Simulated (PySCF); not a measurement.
Propionyl chloride, C₃H₅ClO.
Atom-mapped SMILES: `[CH3:1][CH2:2][C:3](=[O:4])[Cl:5]` (hydrogens: H6, H7, H8 on C1; H9, H10 on C2)

Method: PBE0-D3(BJ)/def2-SVP geometry optimisation, gas phase (PySCF); density fitting, grid level 1; the optimiser is geomeTRIC in internal coordinates, started from a GFN2-xTB structure with every atom displaced at random (about 0.01 Å).

Step 0: E = -17744.7663 eV
```
atom  x, y, z in Å  |  force x, y, z in eV/Å
C1     -1.1598   -0.3517    0.0345   -0.829   1.993   0.061
C2      0.0587    0.5494   -0.0326   -0.688  -0.544   0.883
C3      1.2923   -0.2597    0.0289    1.604  -0.457   0.044
O4      1.4702   -1.4297    0.1223   -0.851   0.259  -0.019
Cl5     2.7565    0.7704   -0.0604    0.181   0.405  -0.034
H6     -2.0768    0.2952   -0.0200    0.502  -0.550   0.027
H7     -1.1871   -0.8891    0.9657   -0.033  -0.550   0.627
H8     -1.1727   -1.0281   -0.7931   -0.065  -0.806  -0.735
H9      0.0834    1.2723    0.8139    0.086  -0.181  -0.348
H10     0.0853    1.1288   -0.9468    0.093   0.432  -0.506
```

Step 1: E = -17744.8481 eV
```
atom  x, y, z in Å  |  force x, y, z in eV/Å
C1     -1.1790   -0.3311    0.0550    0.033  -0.232   0.037
C2      0.0556    0.5401    0.0013    0.344   0.121  -0.037
C3      1.3410   -0.2524    0.0178   -0.597   0.298  -0.438
O4      1.4236   -1.4258   -0.0652    0.307  -0.403   0.200
Cl5     2.7827    0.8004   -0.0031    0.111   0.009   0.126
H6     -2.0804    0.2696   -0.1204   -0.048   0.012  -0.032
H7     -1.2783   -0.8108    1.0419    0.001  -0.017  -0.078
H8     -1.1242   -1.1334   -0.7023   -0.071   0.156   0.119
H9      0.1008    1.2726    0.8237   -0.028   0.049  -0.064
H10     0.1083    1.1288   -0.9364   -0.052   0.006   0.167
```

**Question.** Estimate the geometry and energy of step 2. (The exact step hangs on the optimiser's Hessian estimate; all steps are aligned on step 1, rigid shifts and turns removed.)

**Answer.** E = -17744.8478 eV, largest force 0.547 eV/Å
```
atom  x, y, z in Å  |  force x, y, z in eV/Å
C1     -1.1869   -0.3256    0.0585   -0.027  -0.010   0.026
C2      0.0590    0.5340   -0.0242   -0.010  -0.382  -0.218
C3      1.3317   -0.2731   -0.0292    0.281   0.153   0.444
O4      1.5039   -1.4435   -0.0399   -0.491   0.054  -0.145
Cl5     2.7509    0.8123    0.0587    0.244   0.215  -0.082
H6     -2.0866    0.2882   -0.0886   -0.008  -0.015  -0.004
H7     -1.2678   -0.8175    1.0390    0.021  -0.006  -0.011
H8     -1.1715   -1.1158   -0.7055   -0.029   0.018  -0.021
H9      0.1262    1.2669    0.7957    0.058  -0.047  -0.013
H10     0.0911    1.1319   -0.9521   -0.039   0.019   0.024
```

The energy changes by +0.0003 eV. The first-order estimate −F·Δx gives -0.0658 eV and the mean of the old and new forces, exact on a quadratic surface, +0.0015 eV. The step makes an angle of 67° with the force vector and moves no atom by more than 0.086 Å.

What follows is the cost of the whole optimisation. Hardware: Intel Xeon Platinum 8488C, one thread (shared host). Cost: 28 s, 0.42 GiB resident at most.
